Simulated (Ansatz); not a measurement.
**C₂H₆Si: single points off equilibrium**

The atoms stand at a structure displaced at random from a GFN2-xTB minimum. How far do the functionals agree with CCSD(T) there?

The runs use Ansatz 0.2.0, Gaussian basis; single points in def2-TZVPP.

Cores are frozen in the correlated methods.

### Step 1. The starting structure

SMILES `C[Si]C`, 9 atoms, charge 0, spin multiplicity 1.

Atoms are counted from 1 here; the program's logs count them from 0.

Bond lengths: C1–Si2 1.948 Å, C1–H4 1.100 Å, C1–H5 1.073 Å, C1–H6 1.062 Å, Si2–C3 1.934 Å, C3–H7 1.065 Å, C3–H8 1.091 Å, C3–H9 1.088 Å. Angles: Si2–C1–H4 110.4°, Si2–C1–H5 110.6°, Si2–C1–H6 111.1°, H4–C1–H5 108.5°, H4–C1–H6 108.2°, H5–C1–H6 107.9°, C1–Si2–C3 98.9°, Si2–C3–H7 110.4°, Si2–C3–H8 111.1°, Si2–C3–H9 109.3°, H7–C3–H8 109.3°, H7–C3–H9 110.5°, H8–C3–H9 106.1°.

As a file:

```xyz
9
charge 0, multiplicity 1
C    -0.5358    1.1166   -0.8016
Si    0.8858   -0.2109   -0.9168
C     0.5725   -1.1316    0.7548
H    -1.5157    0.6230   -0.7242
H    -0.5373    1.7438   -1.6727
H    -0.4097    1.7399    0.0484
H    -0.3945   -1.5769    0.7584
H     1.3256   -1.9020    0.9254
H     0.6711   -0.4267    1.5777
```

### Step 2. CCSD(T)/def2-TZVPP

run/in.yaml

```yaml
crystal:
  periodic: [false, false, false]
  atoms:
    - {symbol: C, position_ang: [-0.535800, 1.116600, -0.801600]}
    - {symbol: Si, position_ang: [0.885800, -0.210900, -0.916800]}
    - {symbol: C, position_ang: [0.572500, -1.131600, 0.754800]}
    - {symbol: H, position_ang: [-1.515700, 0.623000, -0.724200]}
    - {symbol: H, position_ang: [-0.537300, 1.743800, -1.672700]}
    - {symbol: H, position_ang: [-0.409700, 1.739900, 0.048400]}
    - {symbol: H, position_ang: [-0.394500, -1.576900, 0.758400]}
    - {symbol: H, position_ang: [1.325600, -1.902000, 0.925400]}
    - {symbol: H, position_ang: [0.671100, -0.426700, 1.577700]}
basis:
  gaussian: {orbitals: def2-TZVPP}
correlation: {method: ccsd_t}
output: {forces: true}
```

The command line of these runs was not kept.

### Step 3. PBE0-D4/def2-TZVPP

Changes to run/in.yaml since step 2:

```diff
@@ -14,3 +14,3 @@
   gaussian: {orbitals: def2-TZVPP}
-correlation: {method: ccsd_t}
-output: {forces: true}
+hamiltonian: {xc: pbe0, dispersion: d4}
+output: {forces: true, orbitals: {seedname: orbitals}}
```

### Step 4. wB97M-V/def2-TZVPP

Changes to run/in.yaml since step 3:

```diff
@@ -14,3 +14,3 @@
   gaussian: {orbitals: def2-TZVPP}
-hamiltonian: {xc: pbe0, dispersion: d4}
-output: {forces: true, orbitals: {seedname: orbitals}}
+hamiltonian: {xc: {name: wB97M-V}}
+output: {forces: true}
```

### Step 5. r2SCAN-D4/def2-TZVPP

Changes to run/in.yaml since step 4:

```diff
@@ -14,3 +14,3 @@
   gaussian: {orbitals: def2-TZVPP}
-hamiltonian: {xc: {name: wB97M-V}}
+hamiltonian: {xc: r2scan, dispersion: d4}
 output: {forces: true}
```

### Step 6. PBE-D4/def2-TZVPP

Changes to run/in.yaml since step 5:

```diff
@@ -14,3 +14,3 @@
   gaussian: {orbitals: def2-TZVPP}
-hamiltonian: {xc: r2scan, dispersion: d4}
+hamiltonian: {xc: pbe, dispersion: d4}
 output: {forces: true}
```

### Step 7. LC-wPBE/def2-TZVPP

Changes to run/in.yaml since step 6:

```diff
@@ -14,3 +14,3 @@
   gaussian: {orbitals: def2-TZVPP}
-hamiltonian: {xc: pbe, dispersion: d4}
+hamiltonian: {xc: {name: LC-wPBE}}
 output: {forces: true}
```

### Step 8. B97M-V/def2-TZVPP

Changes to run/in.yaml since step 7:

```diff
@@ -14,3 +14,3 @@
   gaussian: {orbitals: def2-TZVPP}
-hamiltonian: {xc: {name: LC-wPBE}}
+hamiltonian: {xc: {name: B97M-V}}
 output: {forces: true}
```

(Steps that only read results are left out.)

Before running it: what results should come out? Wanted: energy less free atoms, CCSD(T)/def2-TZVPP; RMS force component; RMS force error; HOMO and LUMO, PBE0-D4; T1 diagnostic.

As calculated:

| quantity | value |
| --- | --- |
| energy less free atoms, CCSD(T)/def2-TZVPP | -744.9 kcal/mol |
| RMS force component | 0.534 to 0.619 eV/Å over the methods |
| RMS force error | PBE0-D4 0.042, wB97M-V 0.050, r2SCAN-D4 0.040, PBE-D4 0.115, LC-wPBE 0.108, B97M-V 0.098 eV/Å |
| HOMO and LUMO, PBE0-D4 | -5.94 and -2.20 eV |
| T1 diagnostic | 0.012 |

Against CCSD(T) the functionals' energies less atoms differ by -24.6 to -10.6 kcal/mol, PBE-D4 by -24.6 kcal/mol. CCSD(T) in triple zeta still lacks some correlation energy of the bonds, so part of these gaps is its own basis error and they don't rank the functionals. The forces of r2SCAN-D4 come nearest to CCSD(T), those of PBE-D4 are farthest. Frozen-core CCSD(T) forces in triple zeta carry basis errors of their own, and this is one geometry, so small gaps rank nothing. The restricted Hartree–Fock reference is unstable towards an unrestricted one at one or more of these structures.
